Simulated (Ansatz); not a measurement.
A made-up structure of CHAlN, doublet:

```
4
angstrom
C 0.2952 -0.2094 0.2589
N 0.3365 0.5808 -0.6652
Al -1.6504 0.3551 -0.4919
H -3.1658 0.4131 -0.3891
```

It is relaxed with PBE-D4/def2-SVP and then PBE0-D4/def2-TZVP (Ansatz 0.2.0). Atoms count as bonded within 1.22 times the sum of their covalent radii (H–H: 0.88 Å). The end point is not checked to be a true minimum.

(1) Does its bonding change? (A judgement: the text doesn't fix the answer.)

Results:

(1) The calculation gives: Yes. Formed: none; broken: C1–Al3.

Where it ends: The first stage lowers the energy by 1.40 eV in 19 steps. It ends as CHAlN ([C][N][AlH]):
```json
{"atom": "C1", "x (Å)": "0.8194", "y (Å)": "-0.1077", "z (Å)": "0.2921"}
{"atom": "N2", "x (Å)": "-0.2175", "y (Å)": "0.2066", "z (Å)": "-0.1619"}
{"atom": "Al3", "x (Å)": "-1.7106", "y (Å)": "0.8145", "z (Å)": "-0.9973"}
{"atom": "H4", "x (Å)": "-3.0758", "y (Å)": "0.2263", "z (Å)": "-0.4202"}
```

Labels in which every atom is bracketed show which atoms are joined, not bond orders.

For scale, one of the runs: PBE0-D4/def2-TZVP relaxation, 105 basis functions, launched by `ansatz run in.yaml --threads 2 --pin off --events-out ev --progress --plain --max-ram 4352MiB`. The run took about 12 s on 2 CPU threads of an Arm Neoverse V1 (shared host).
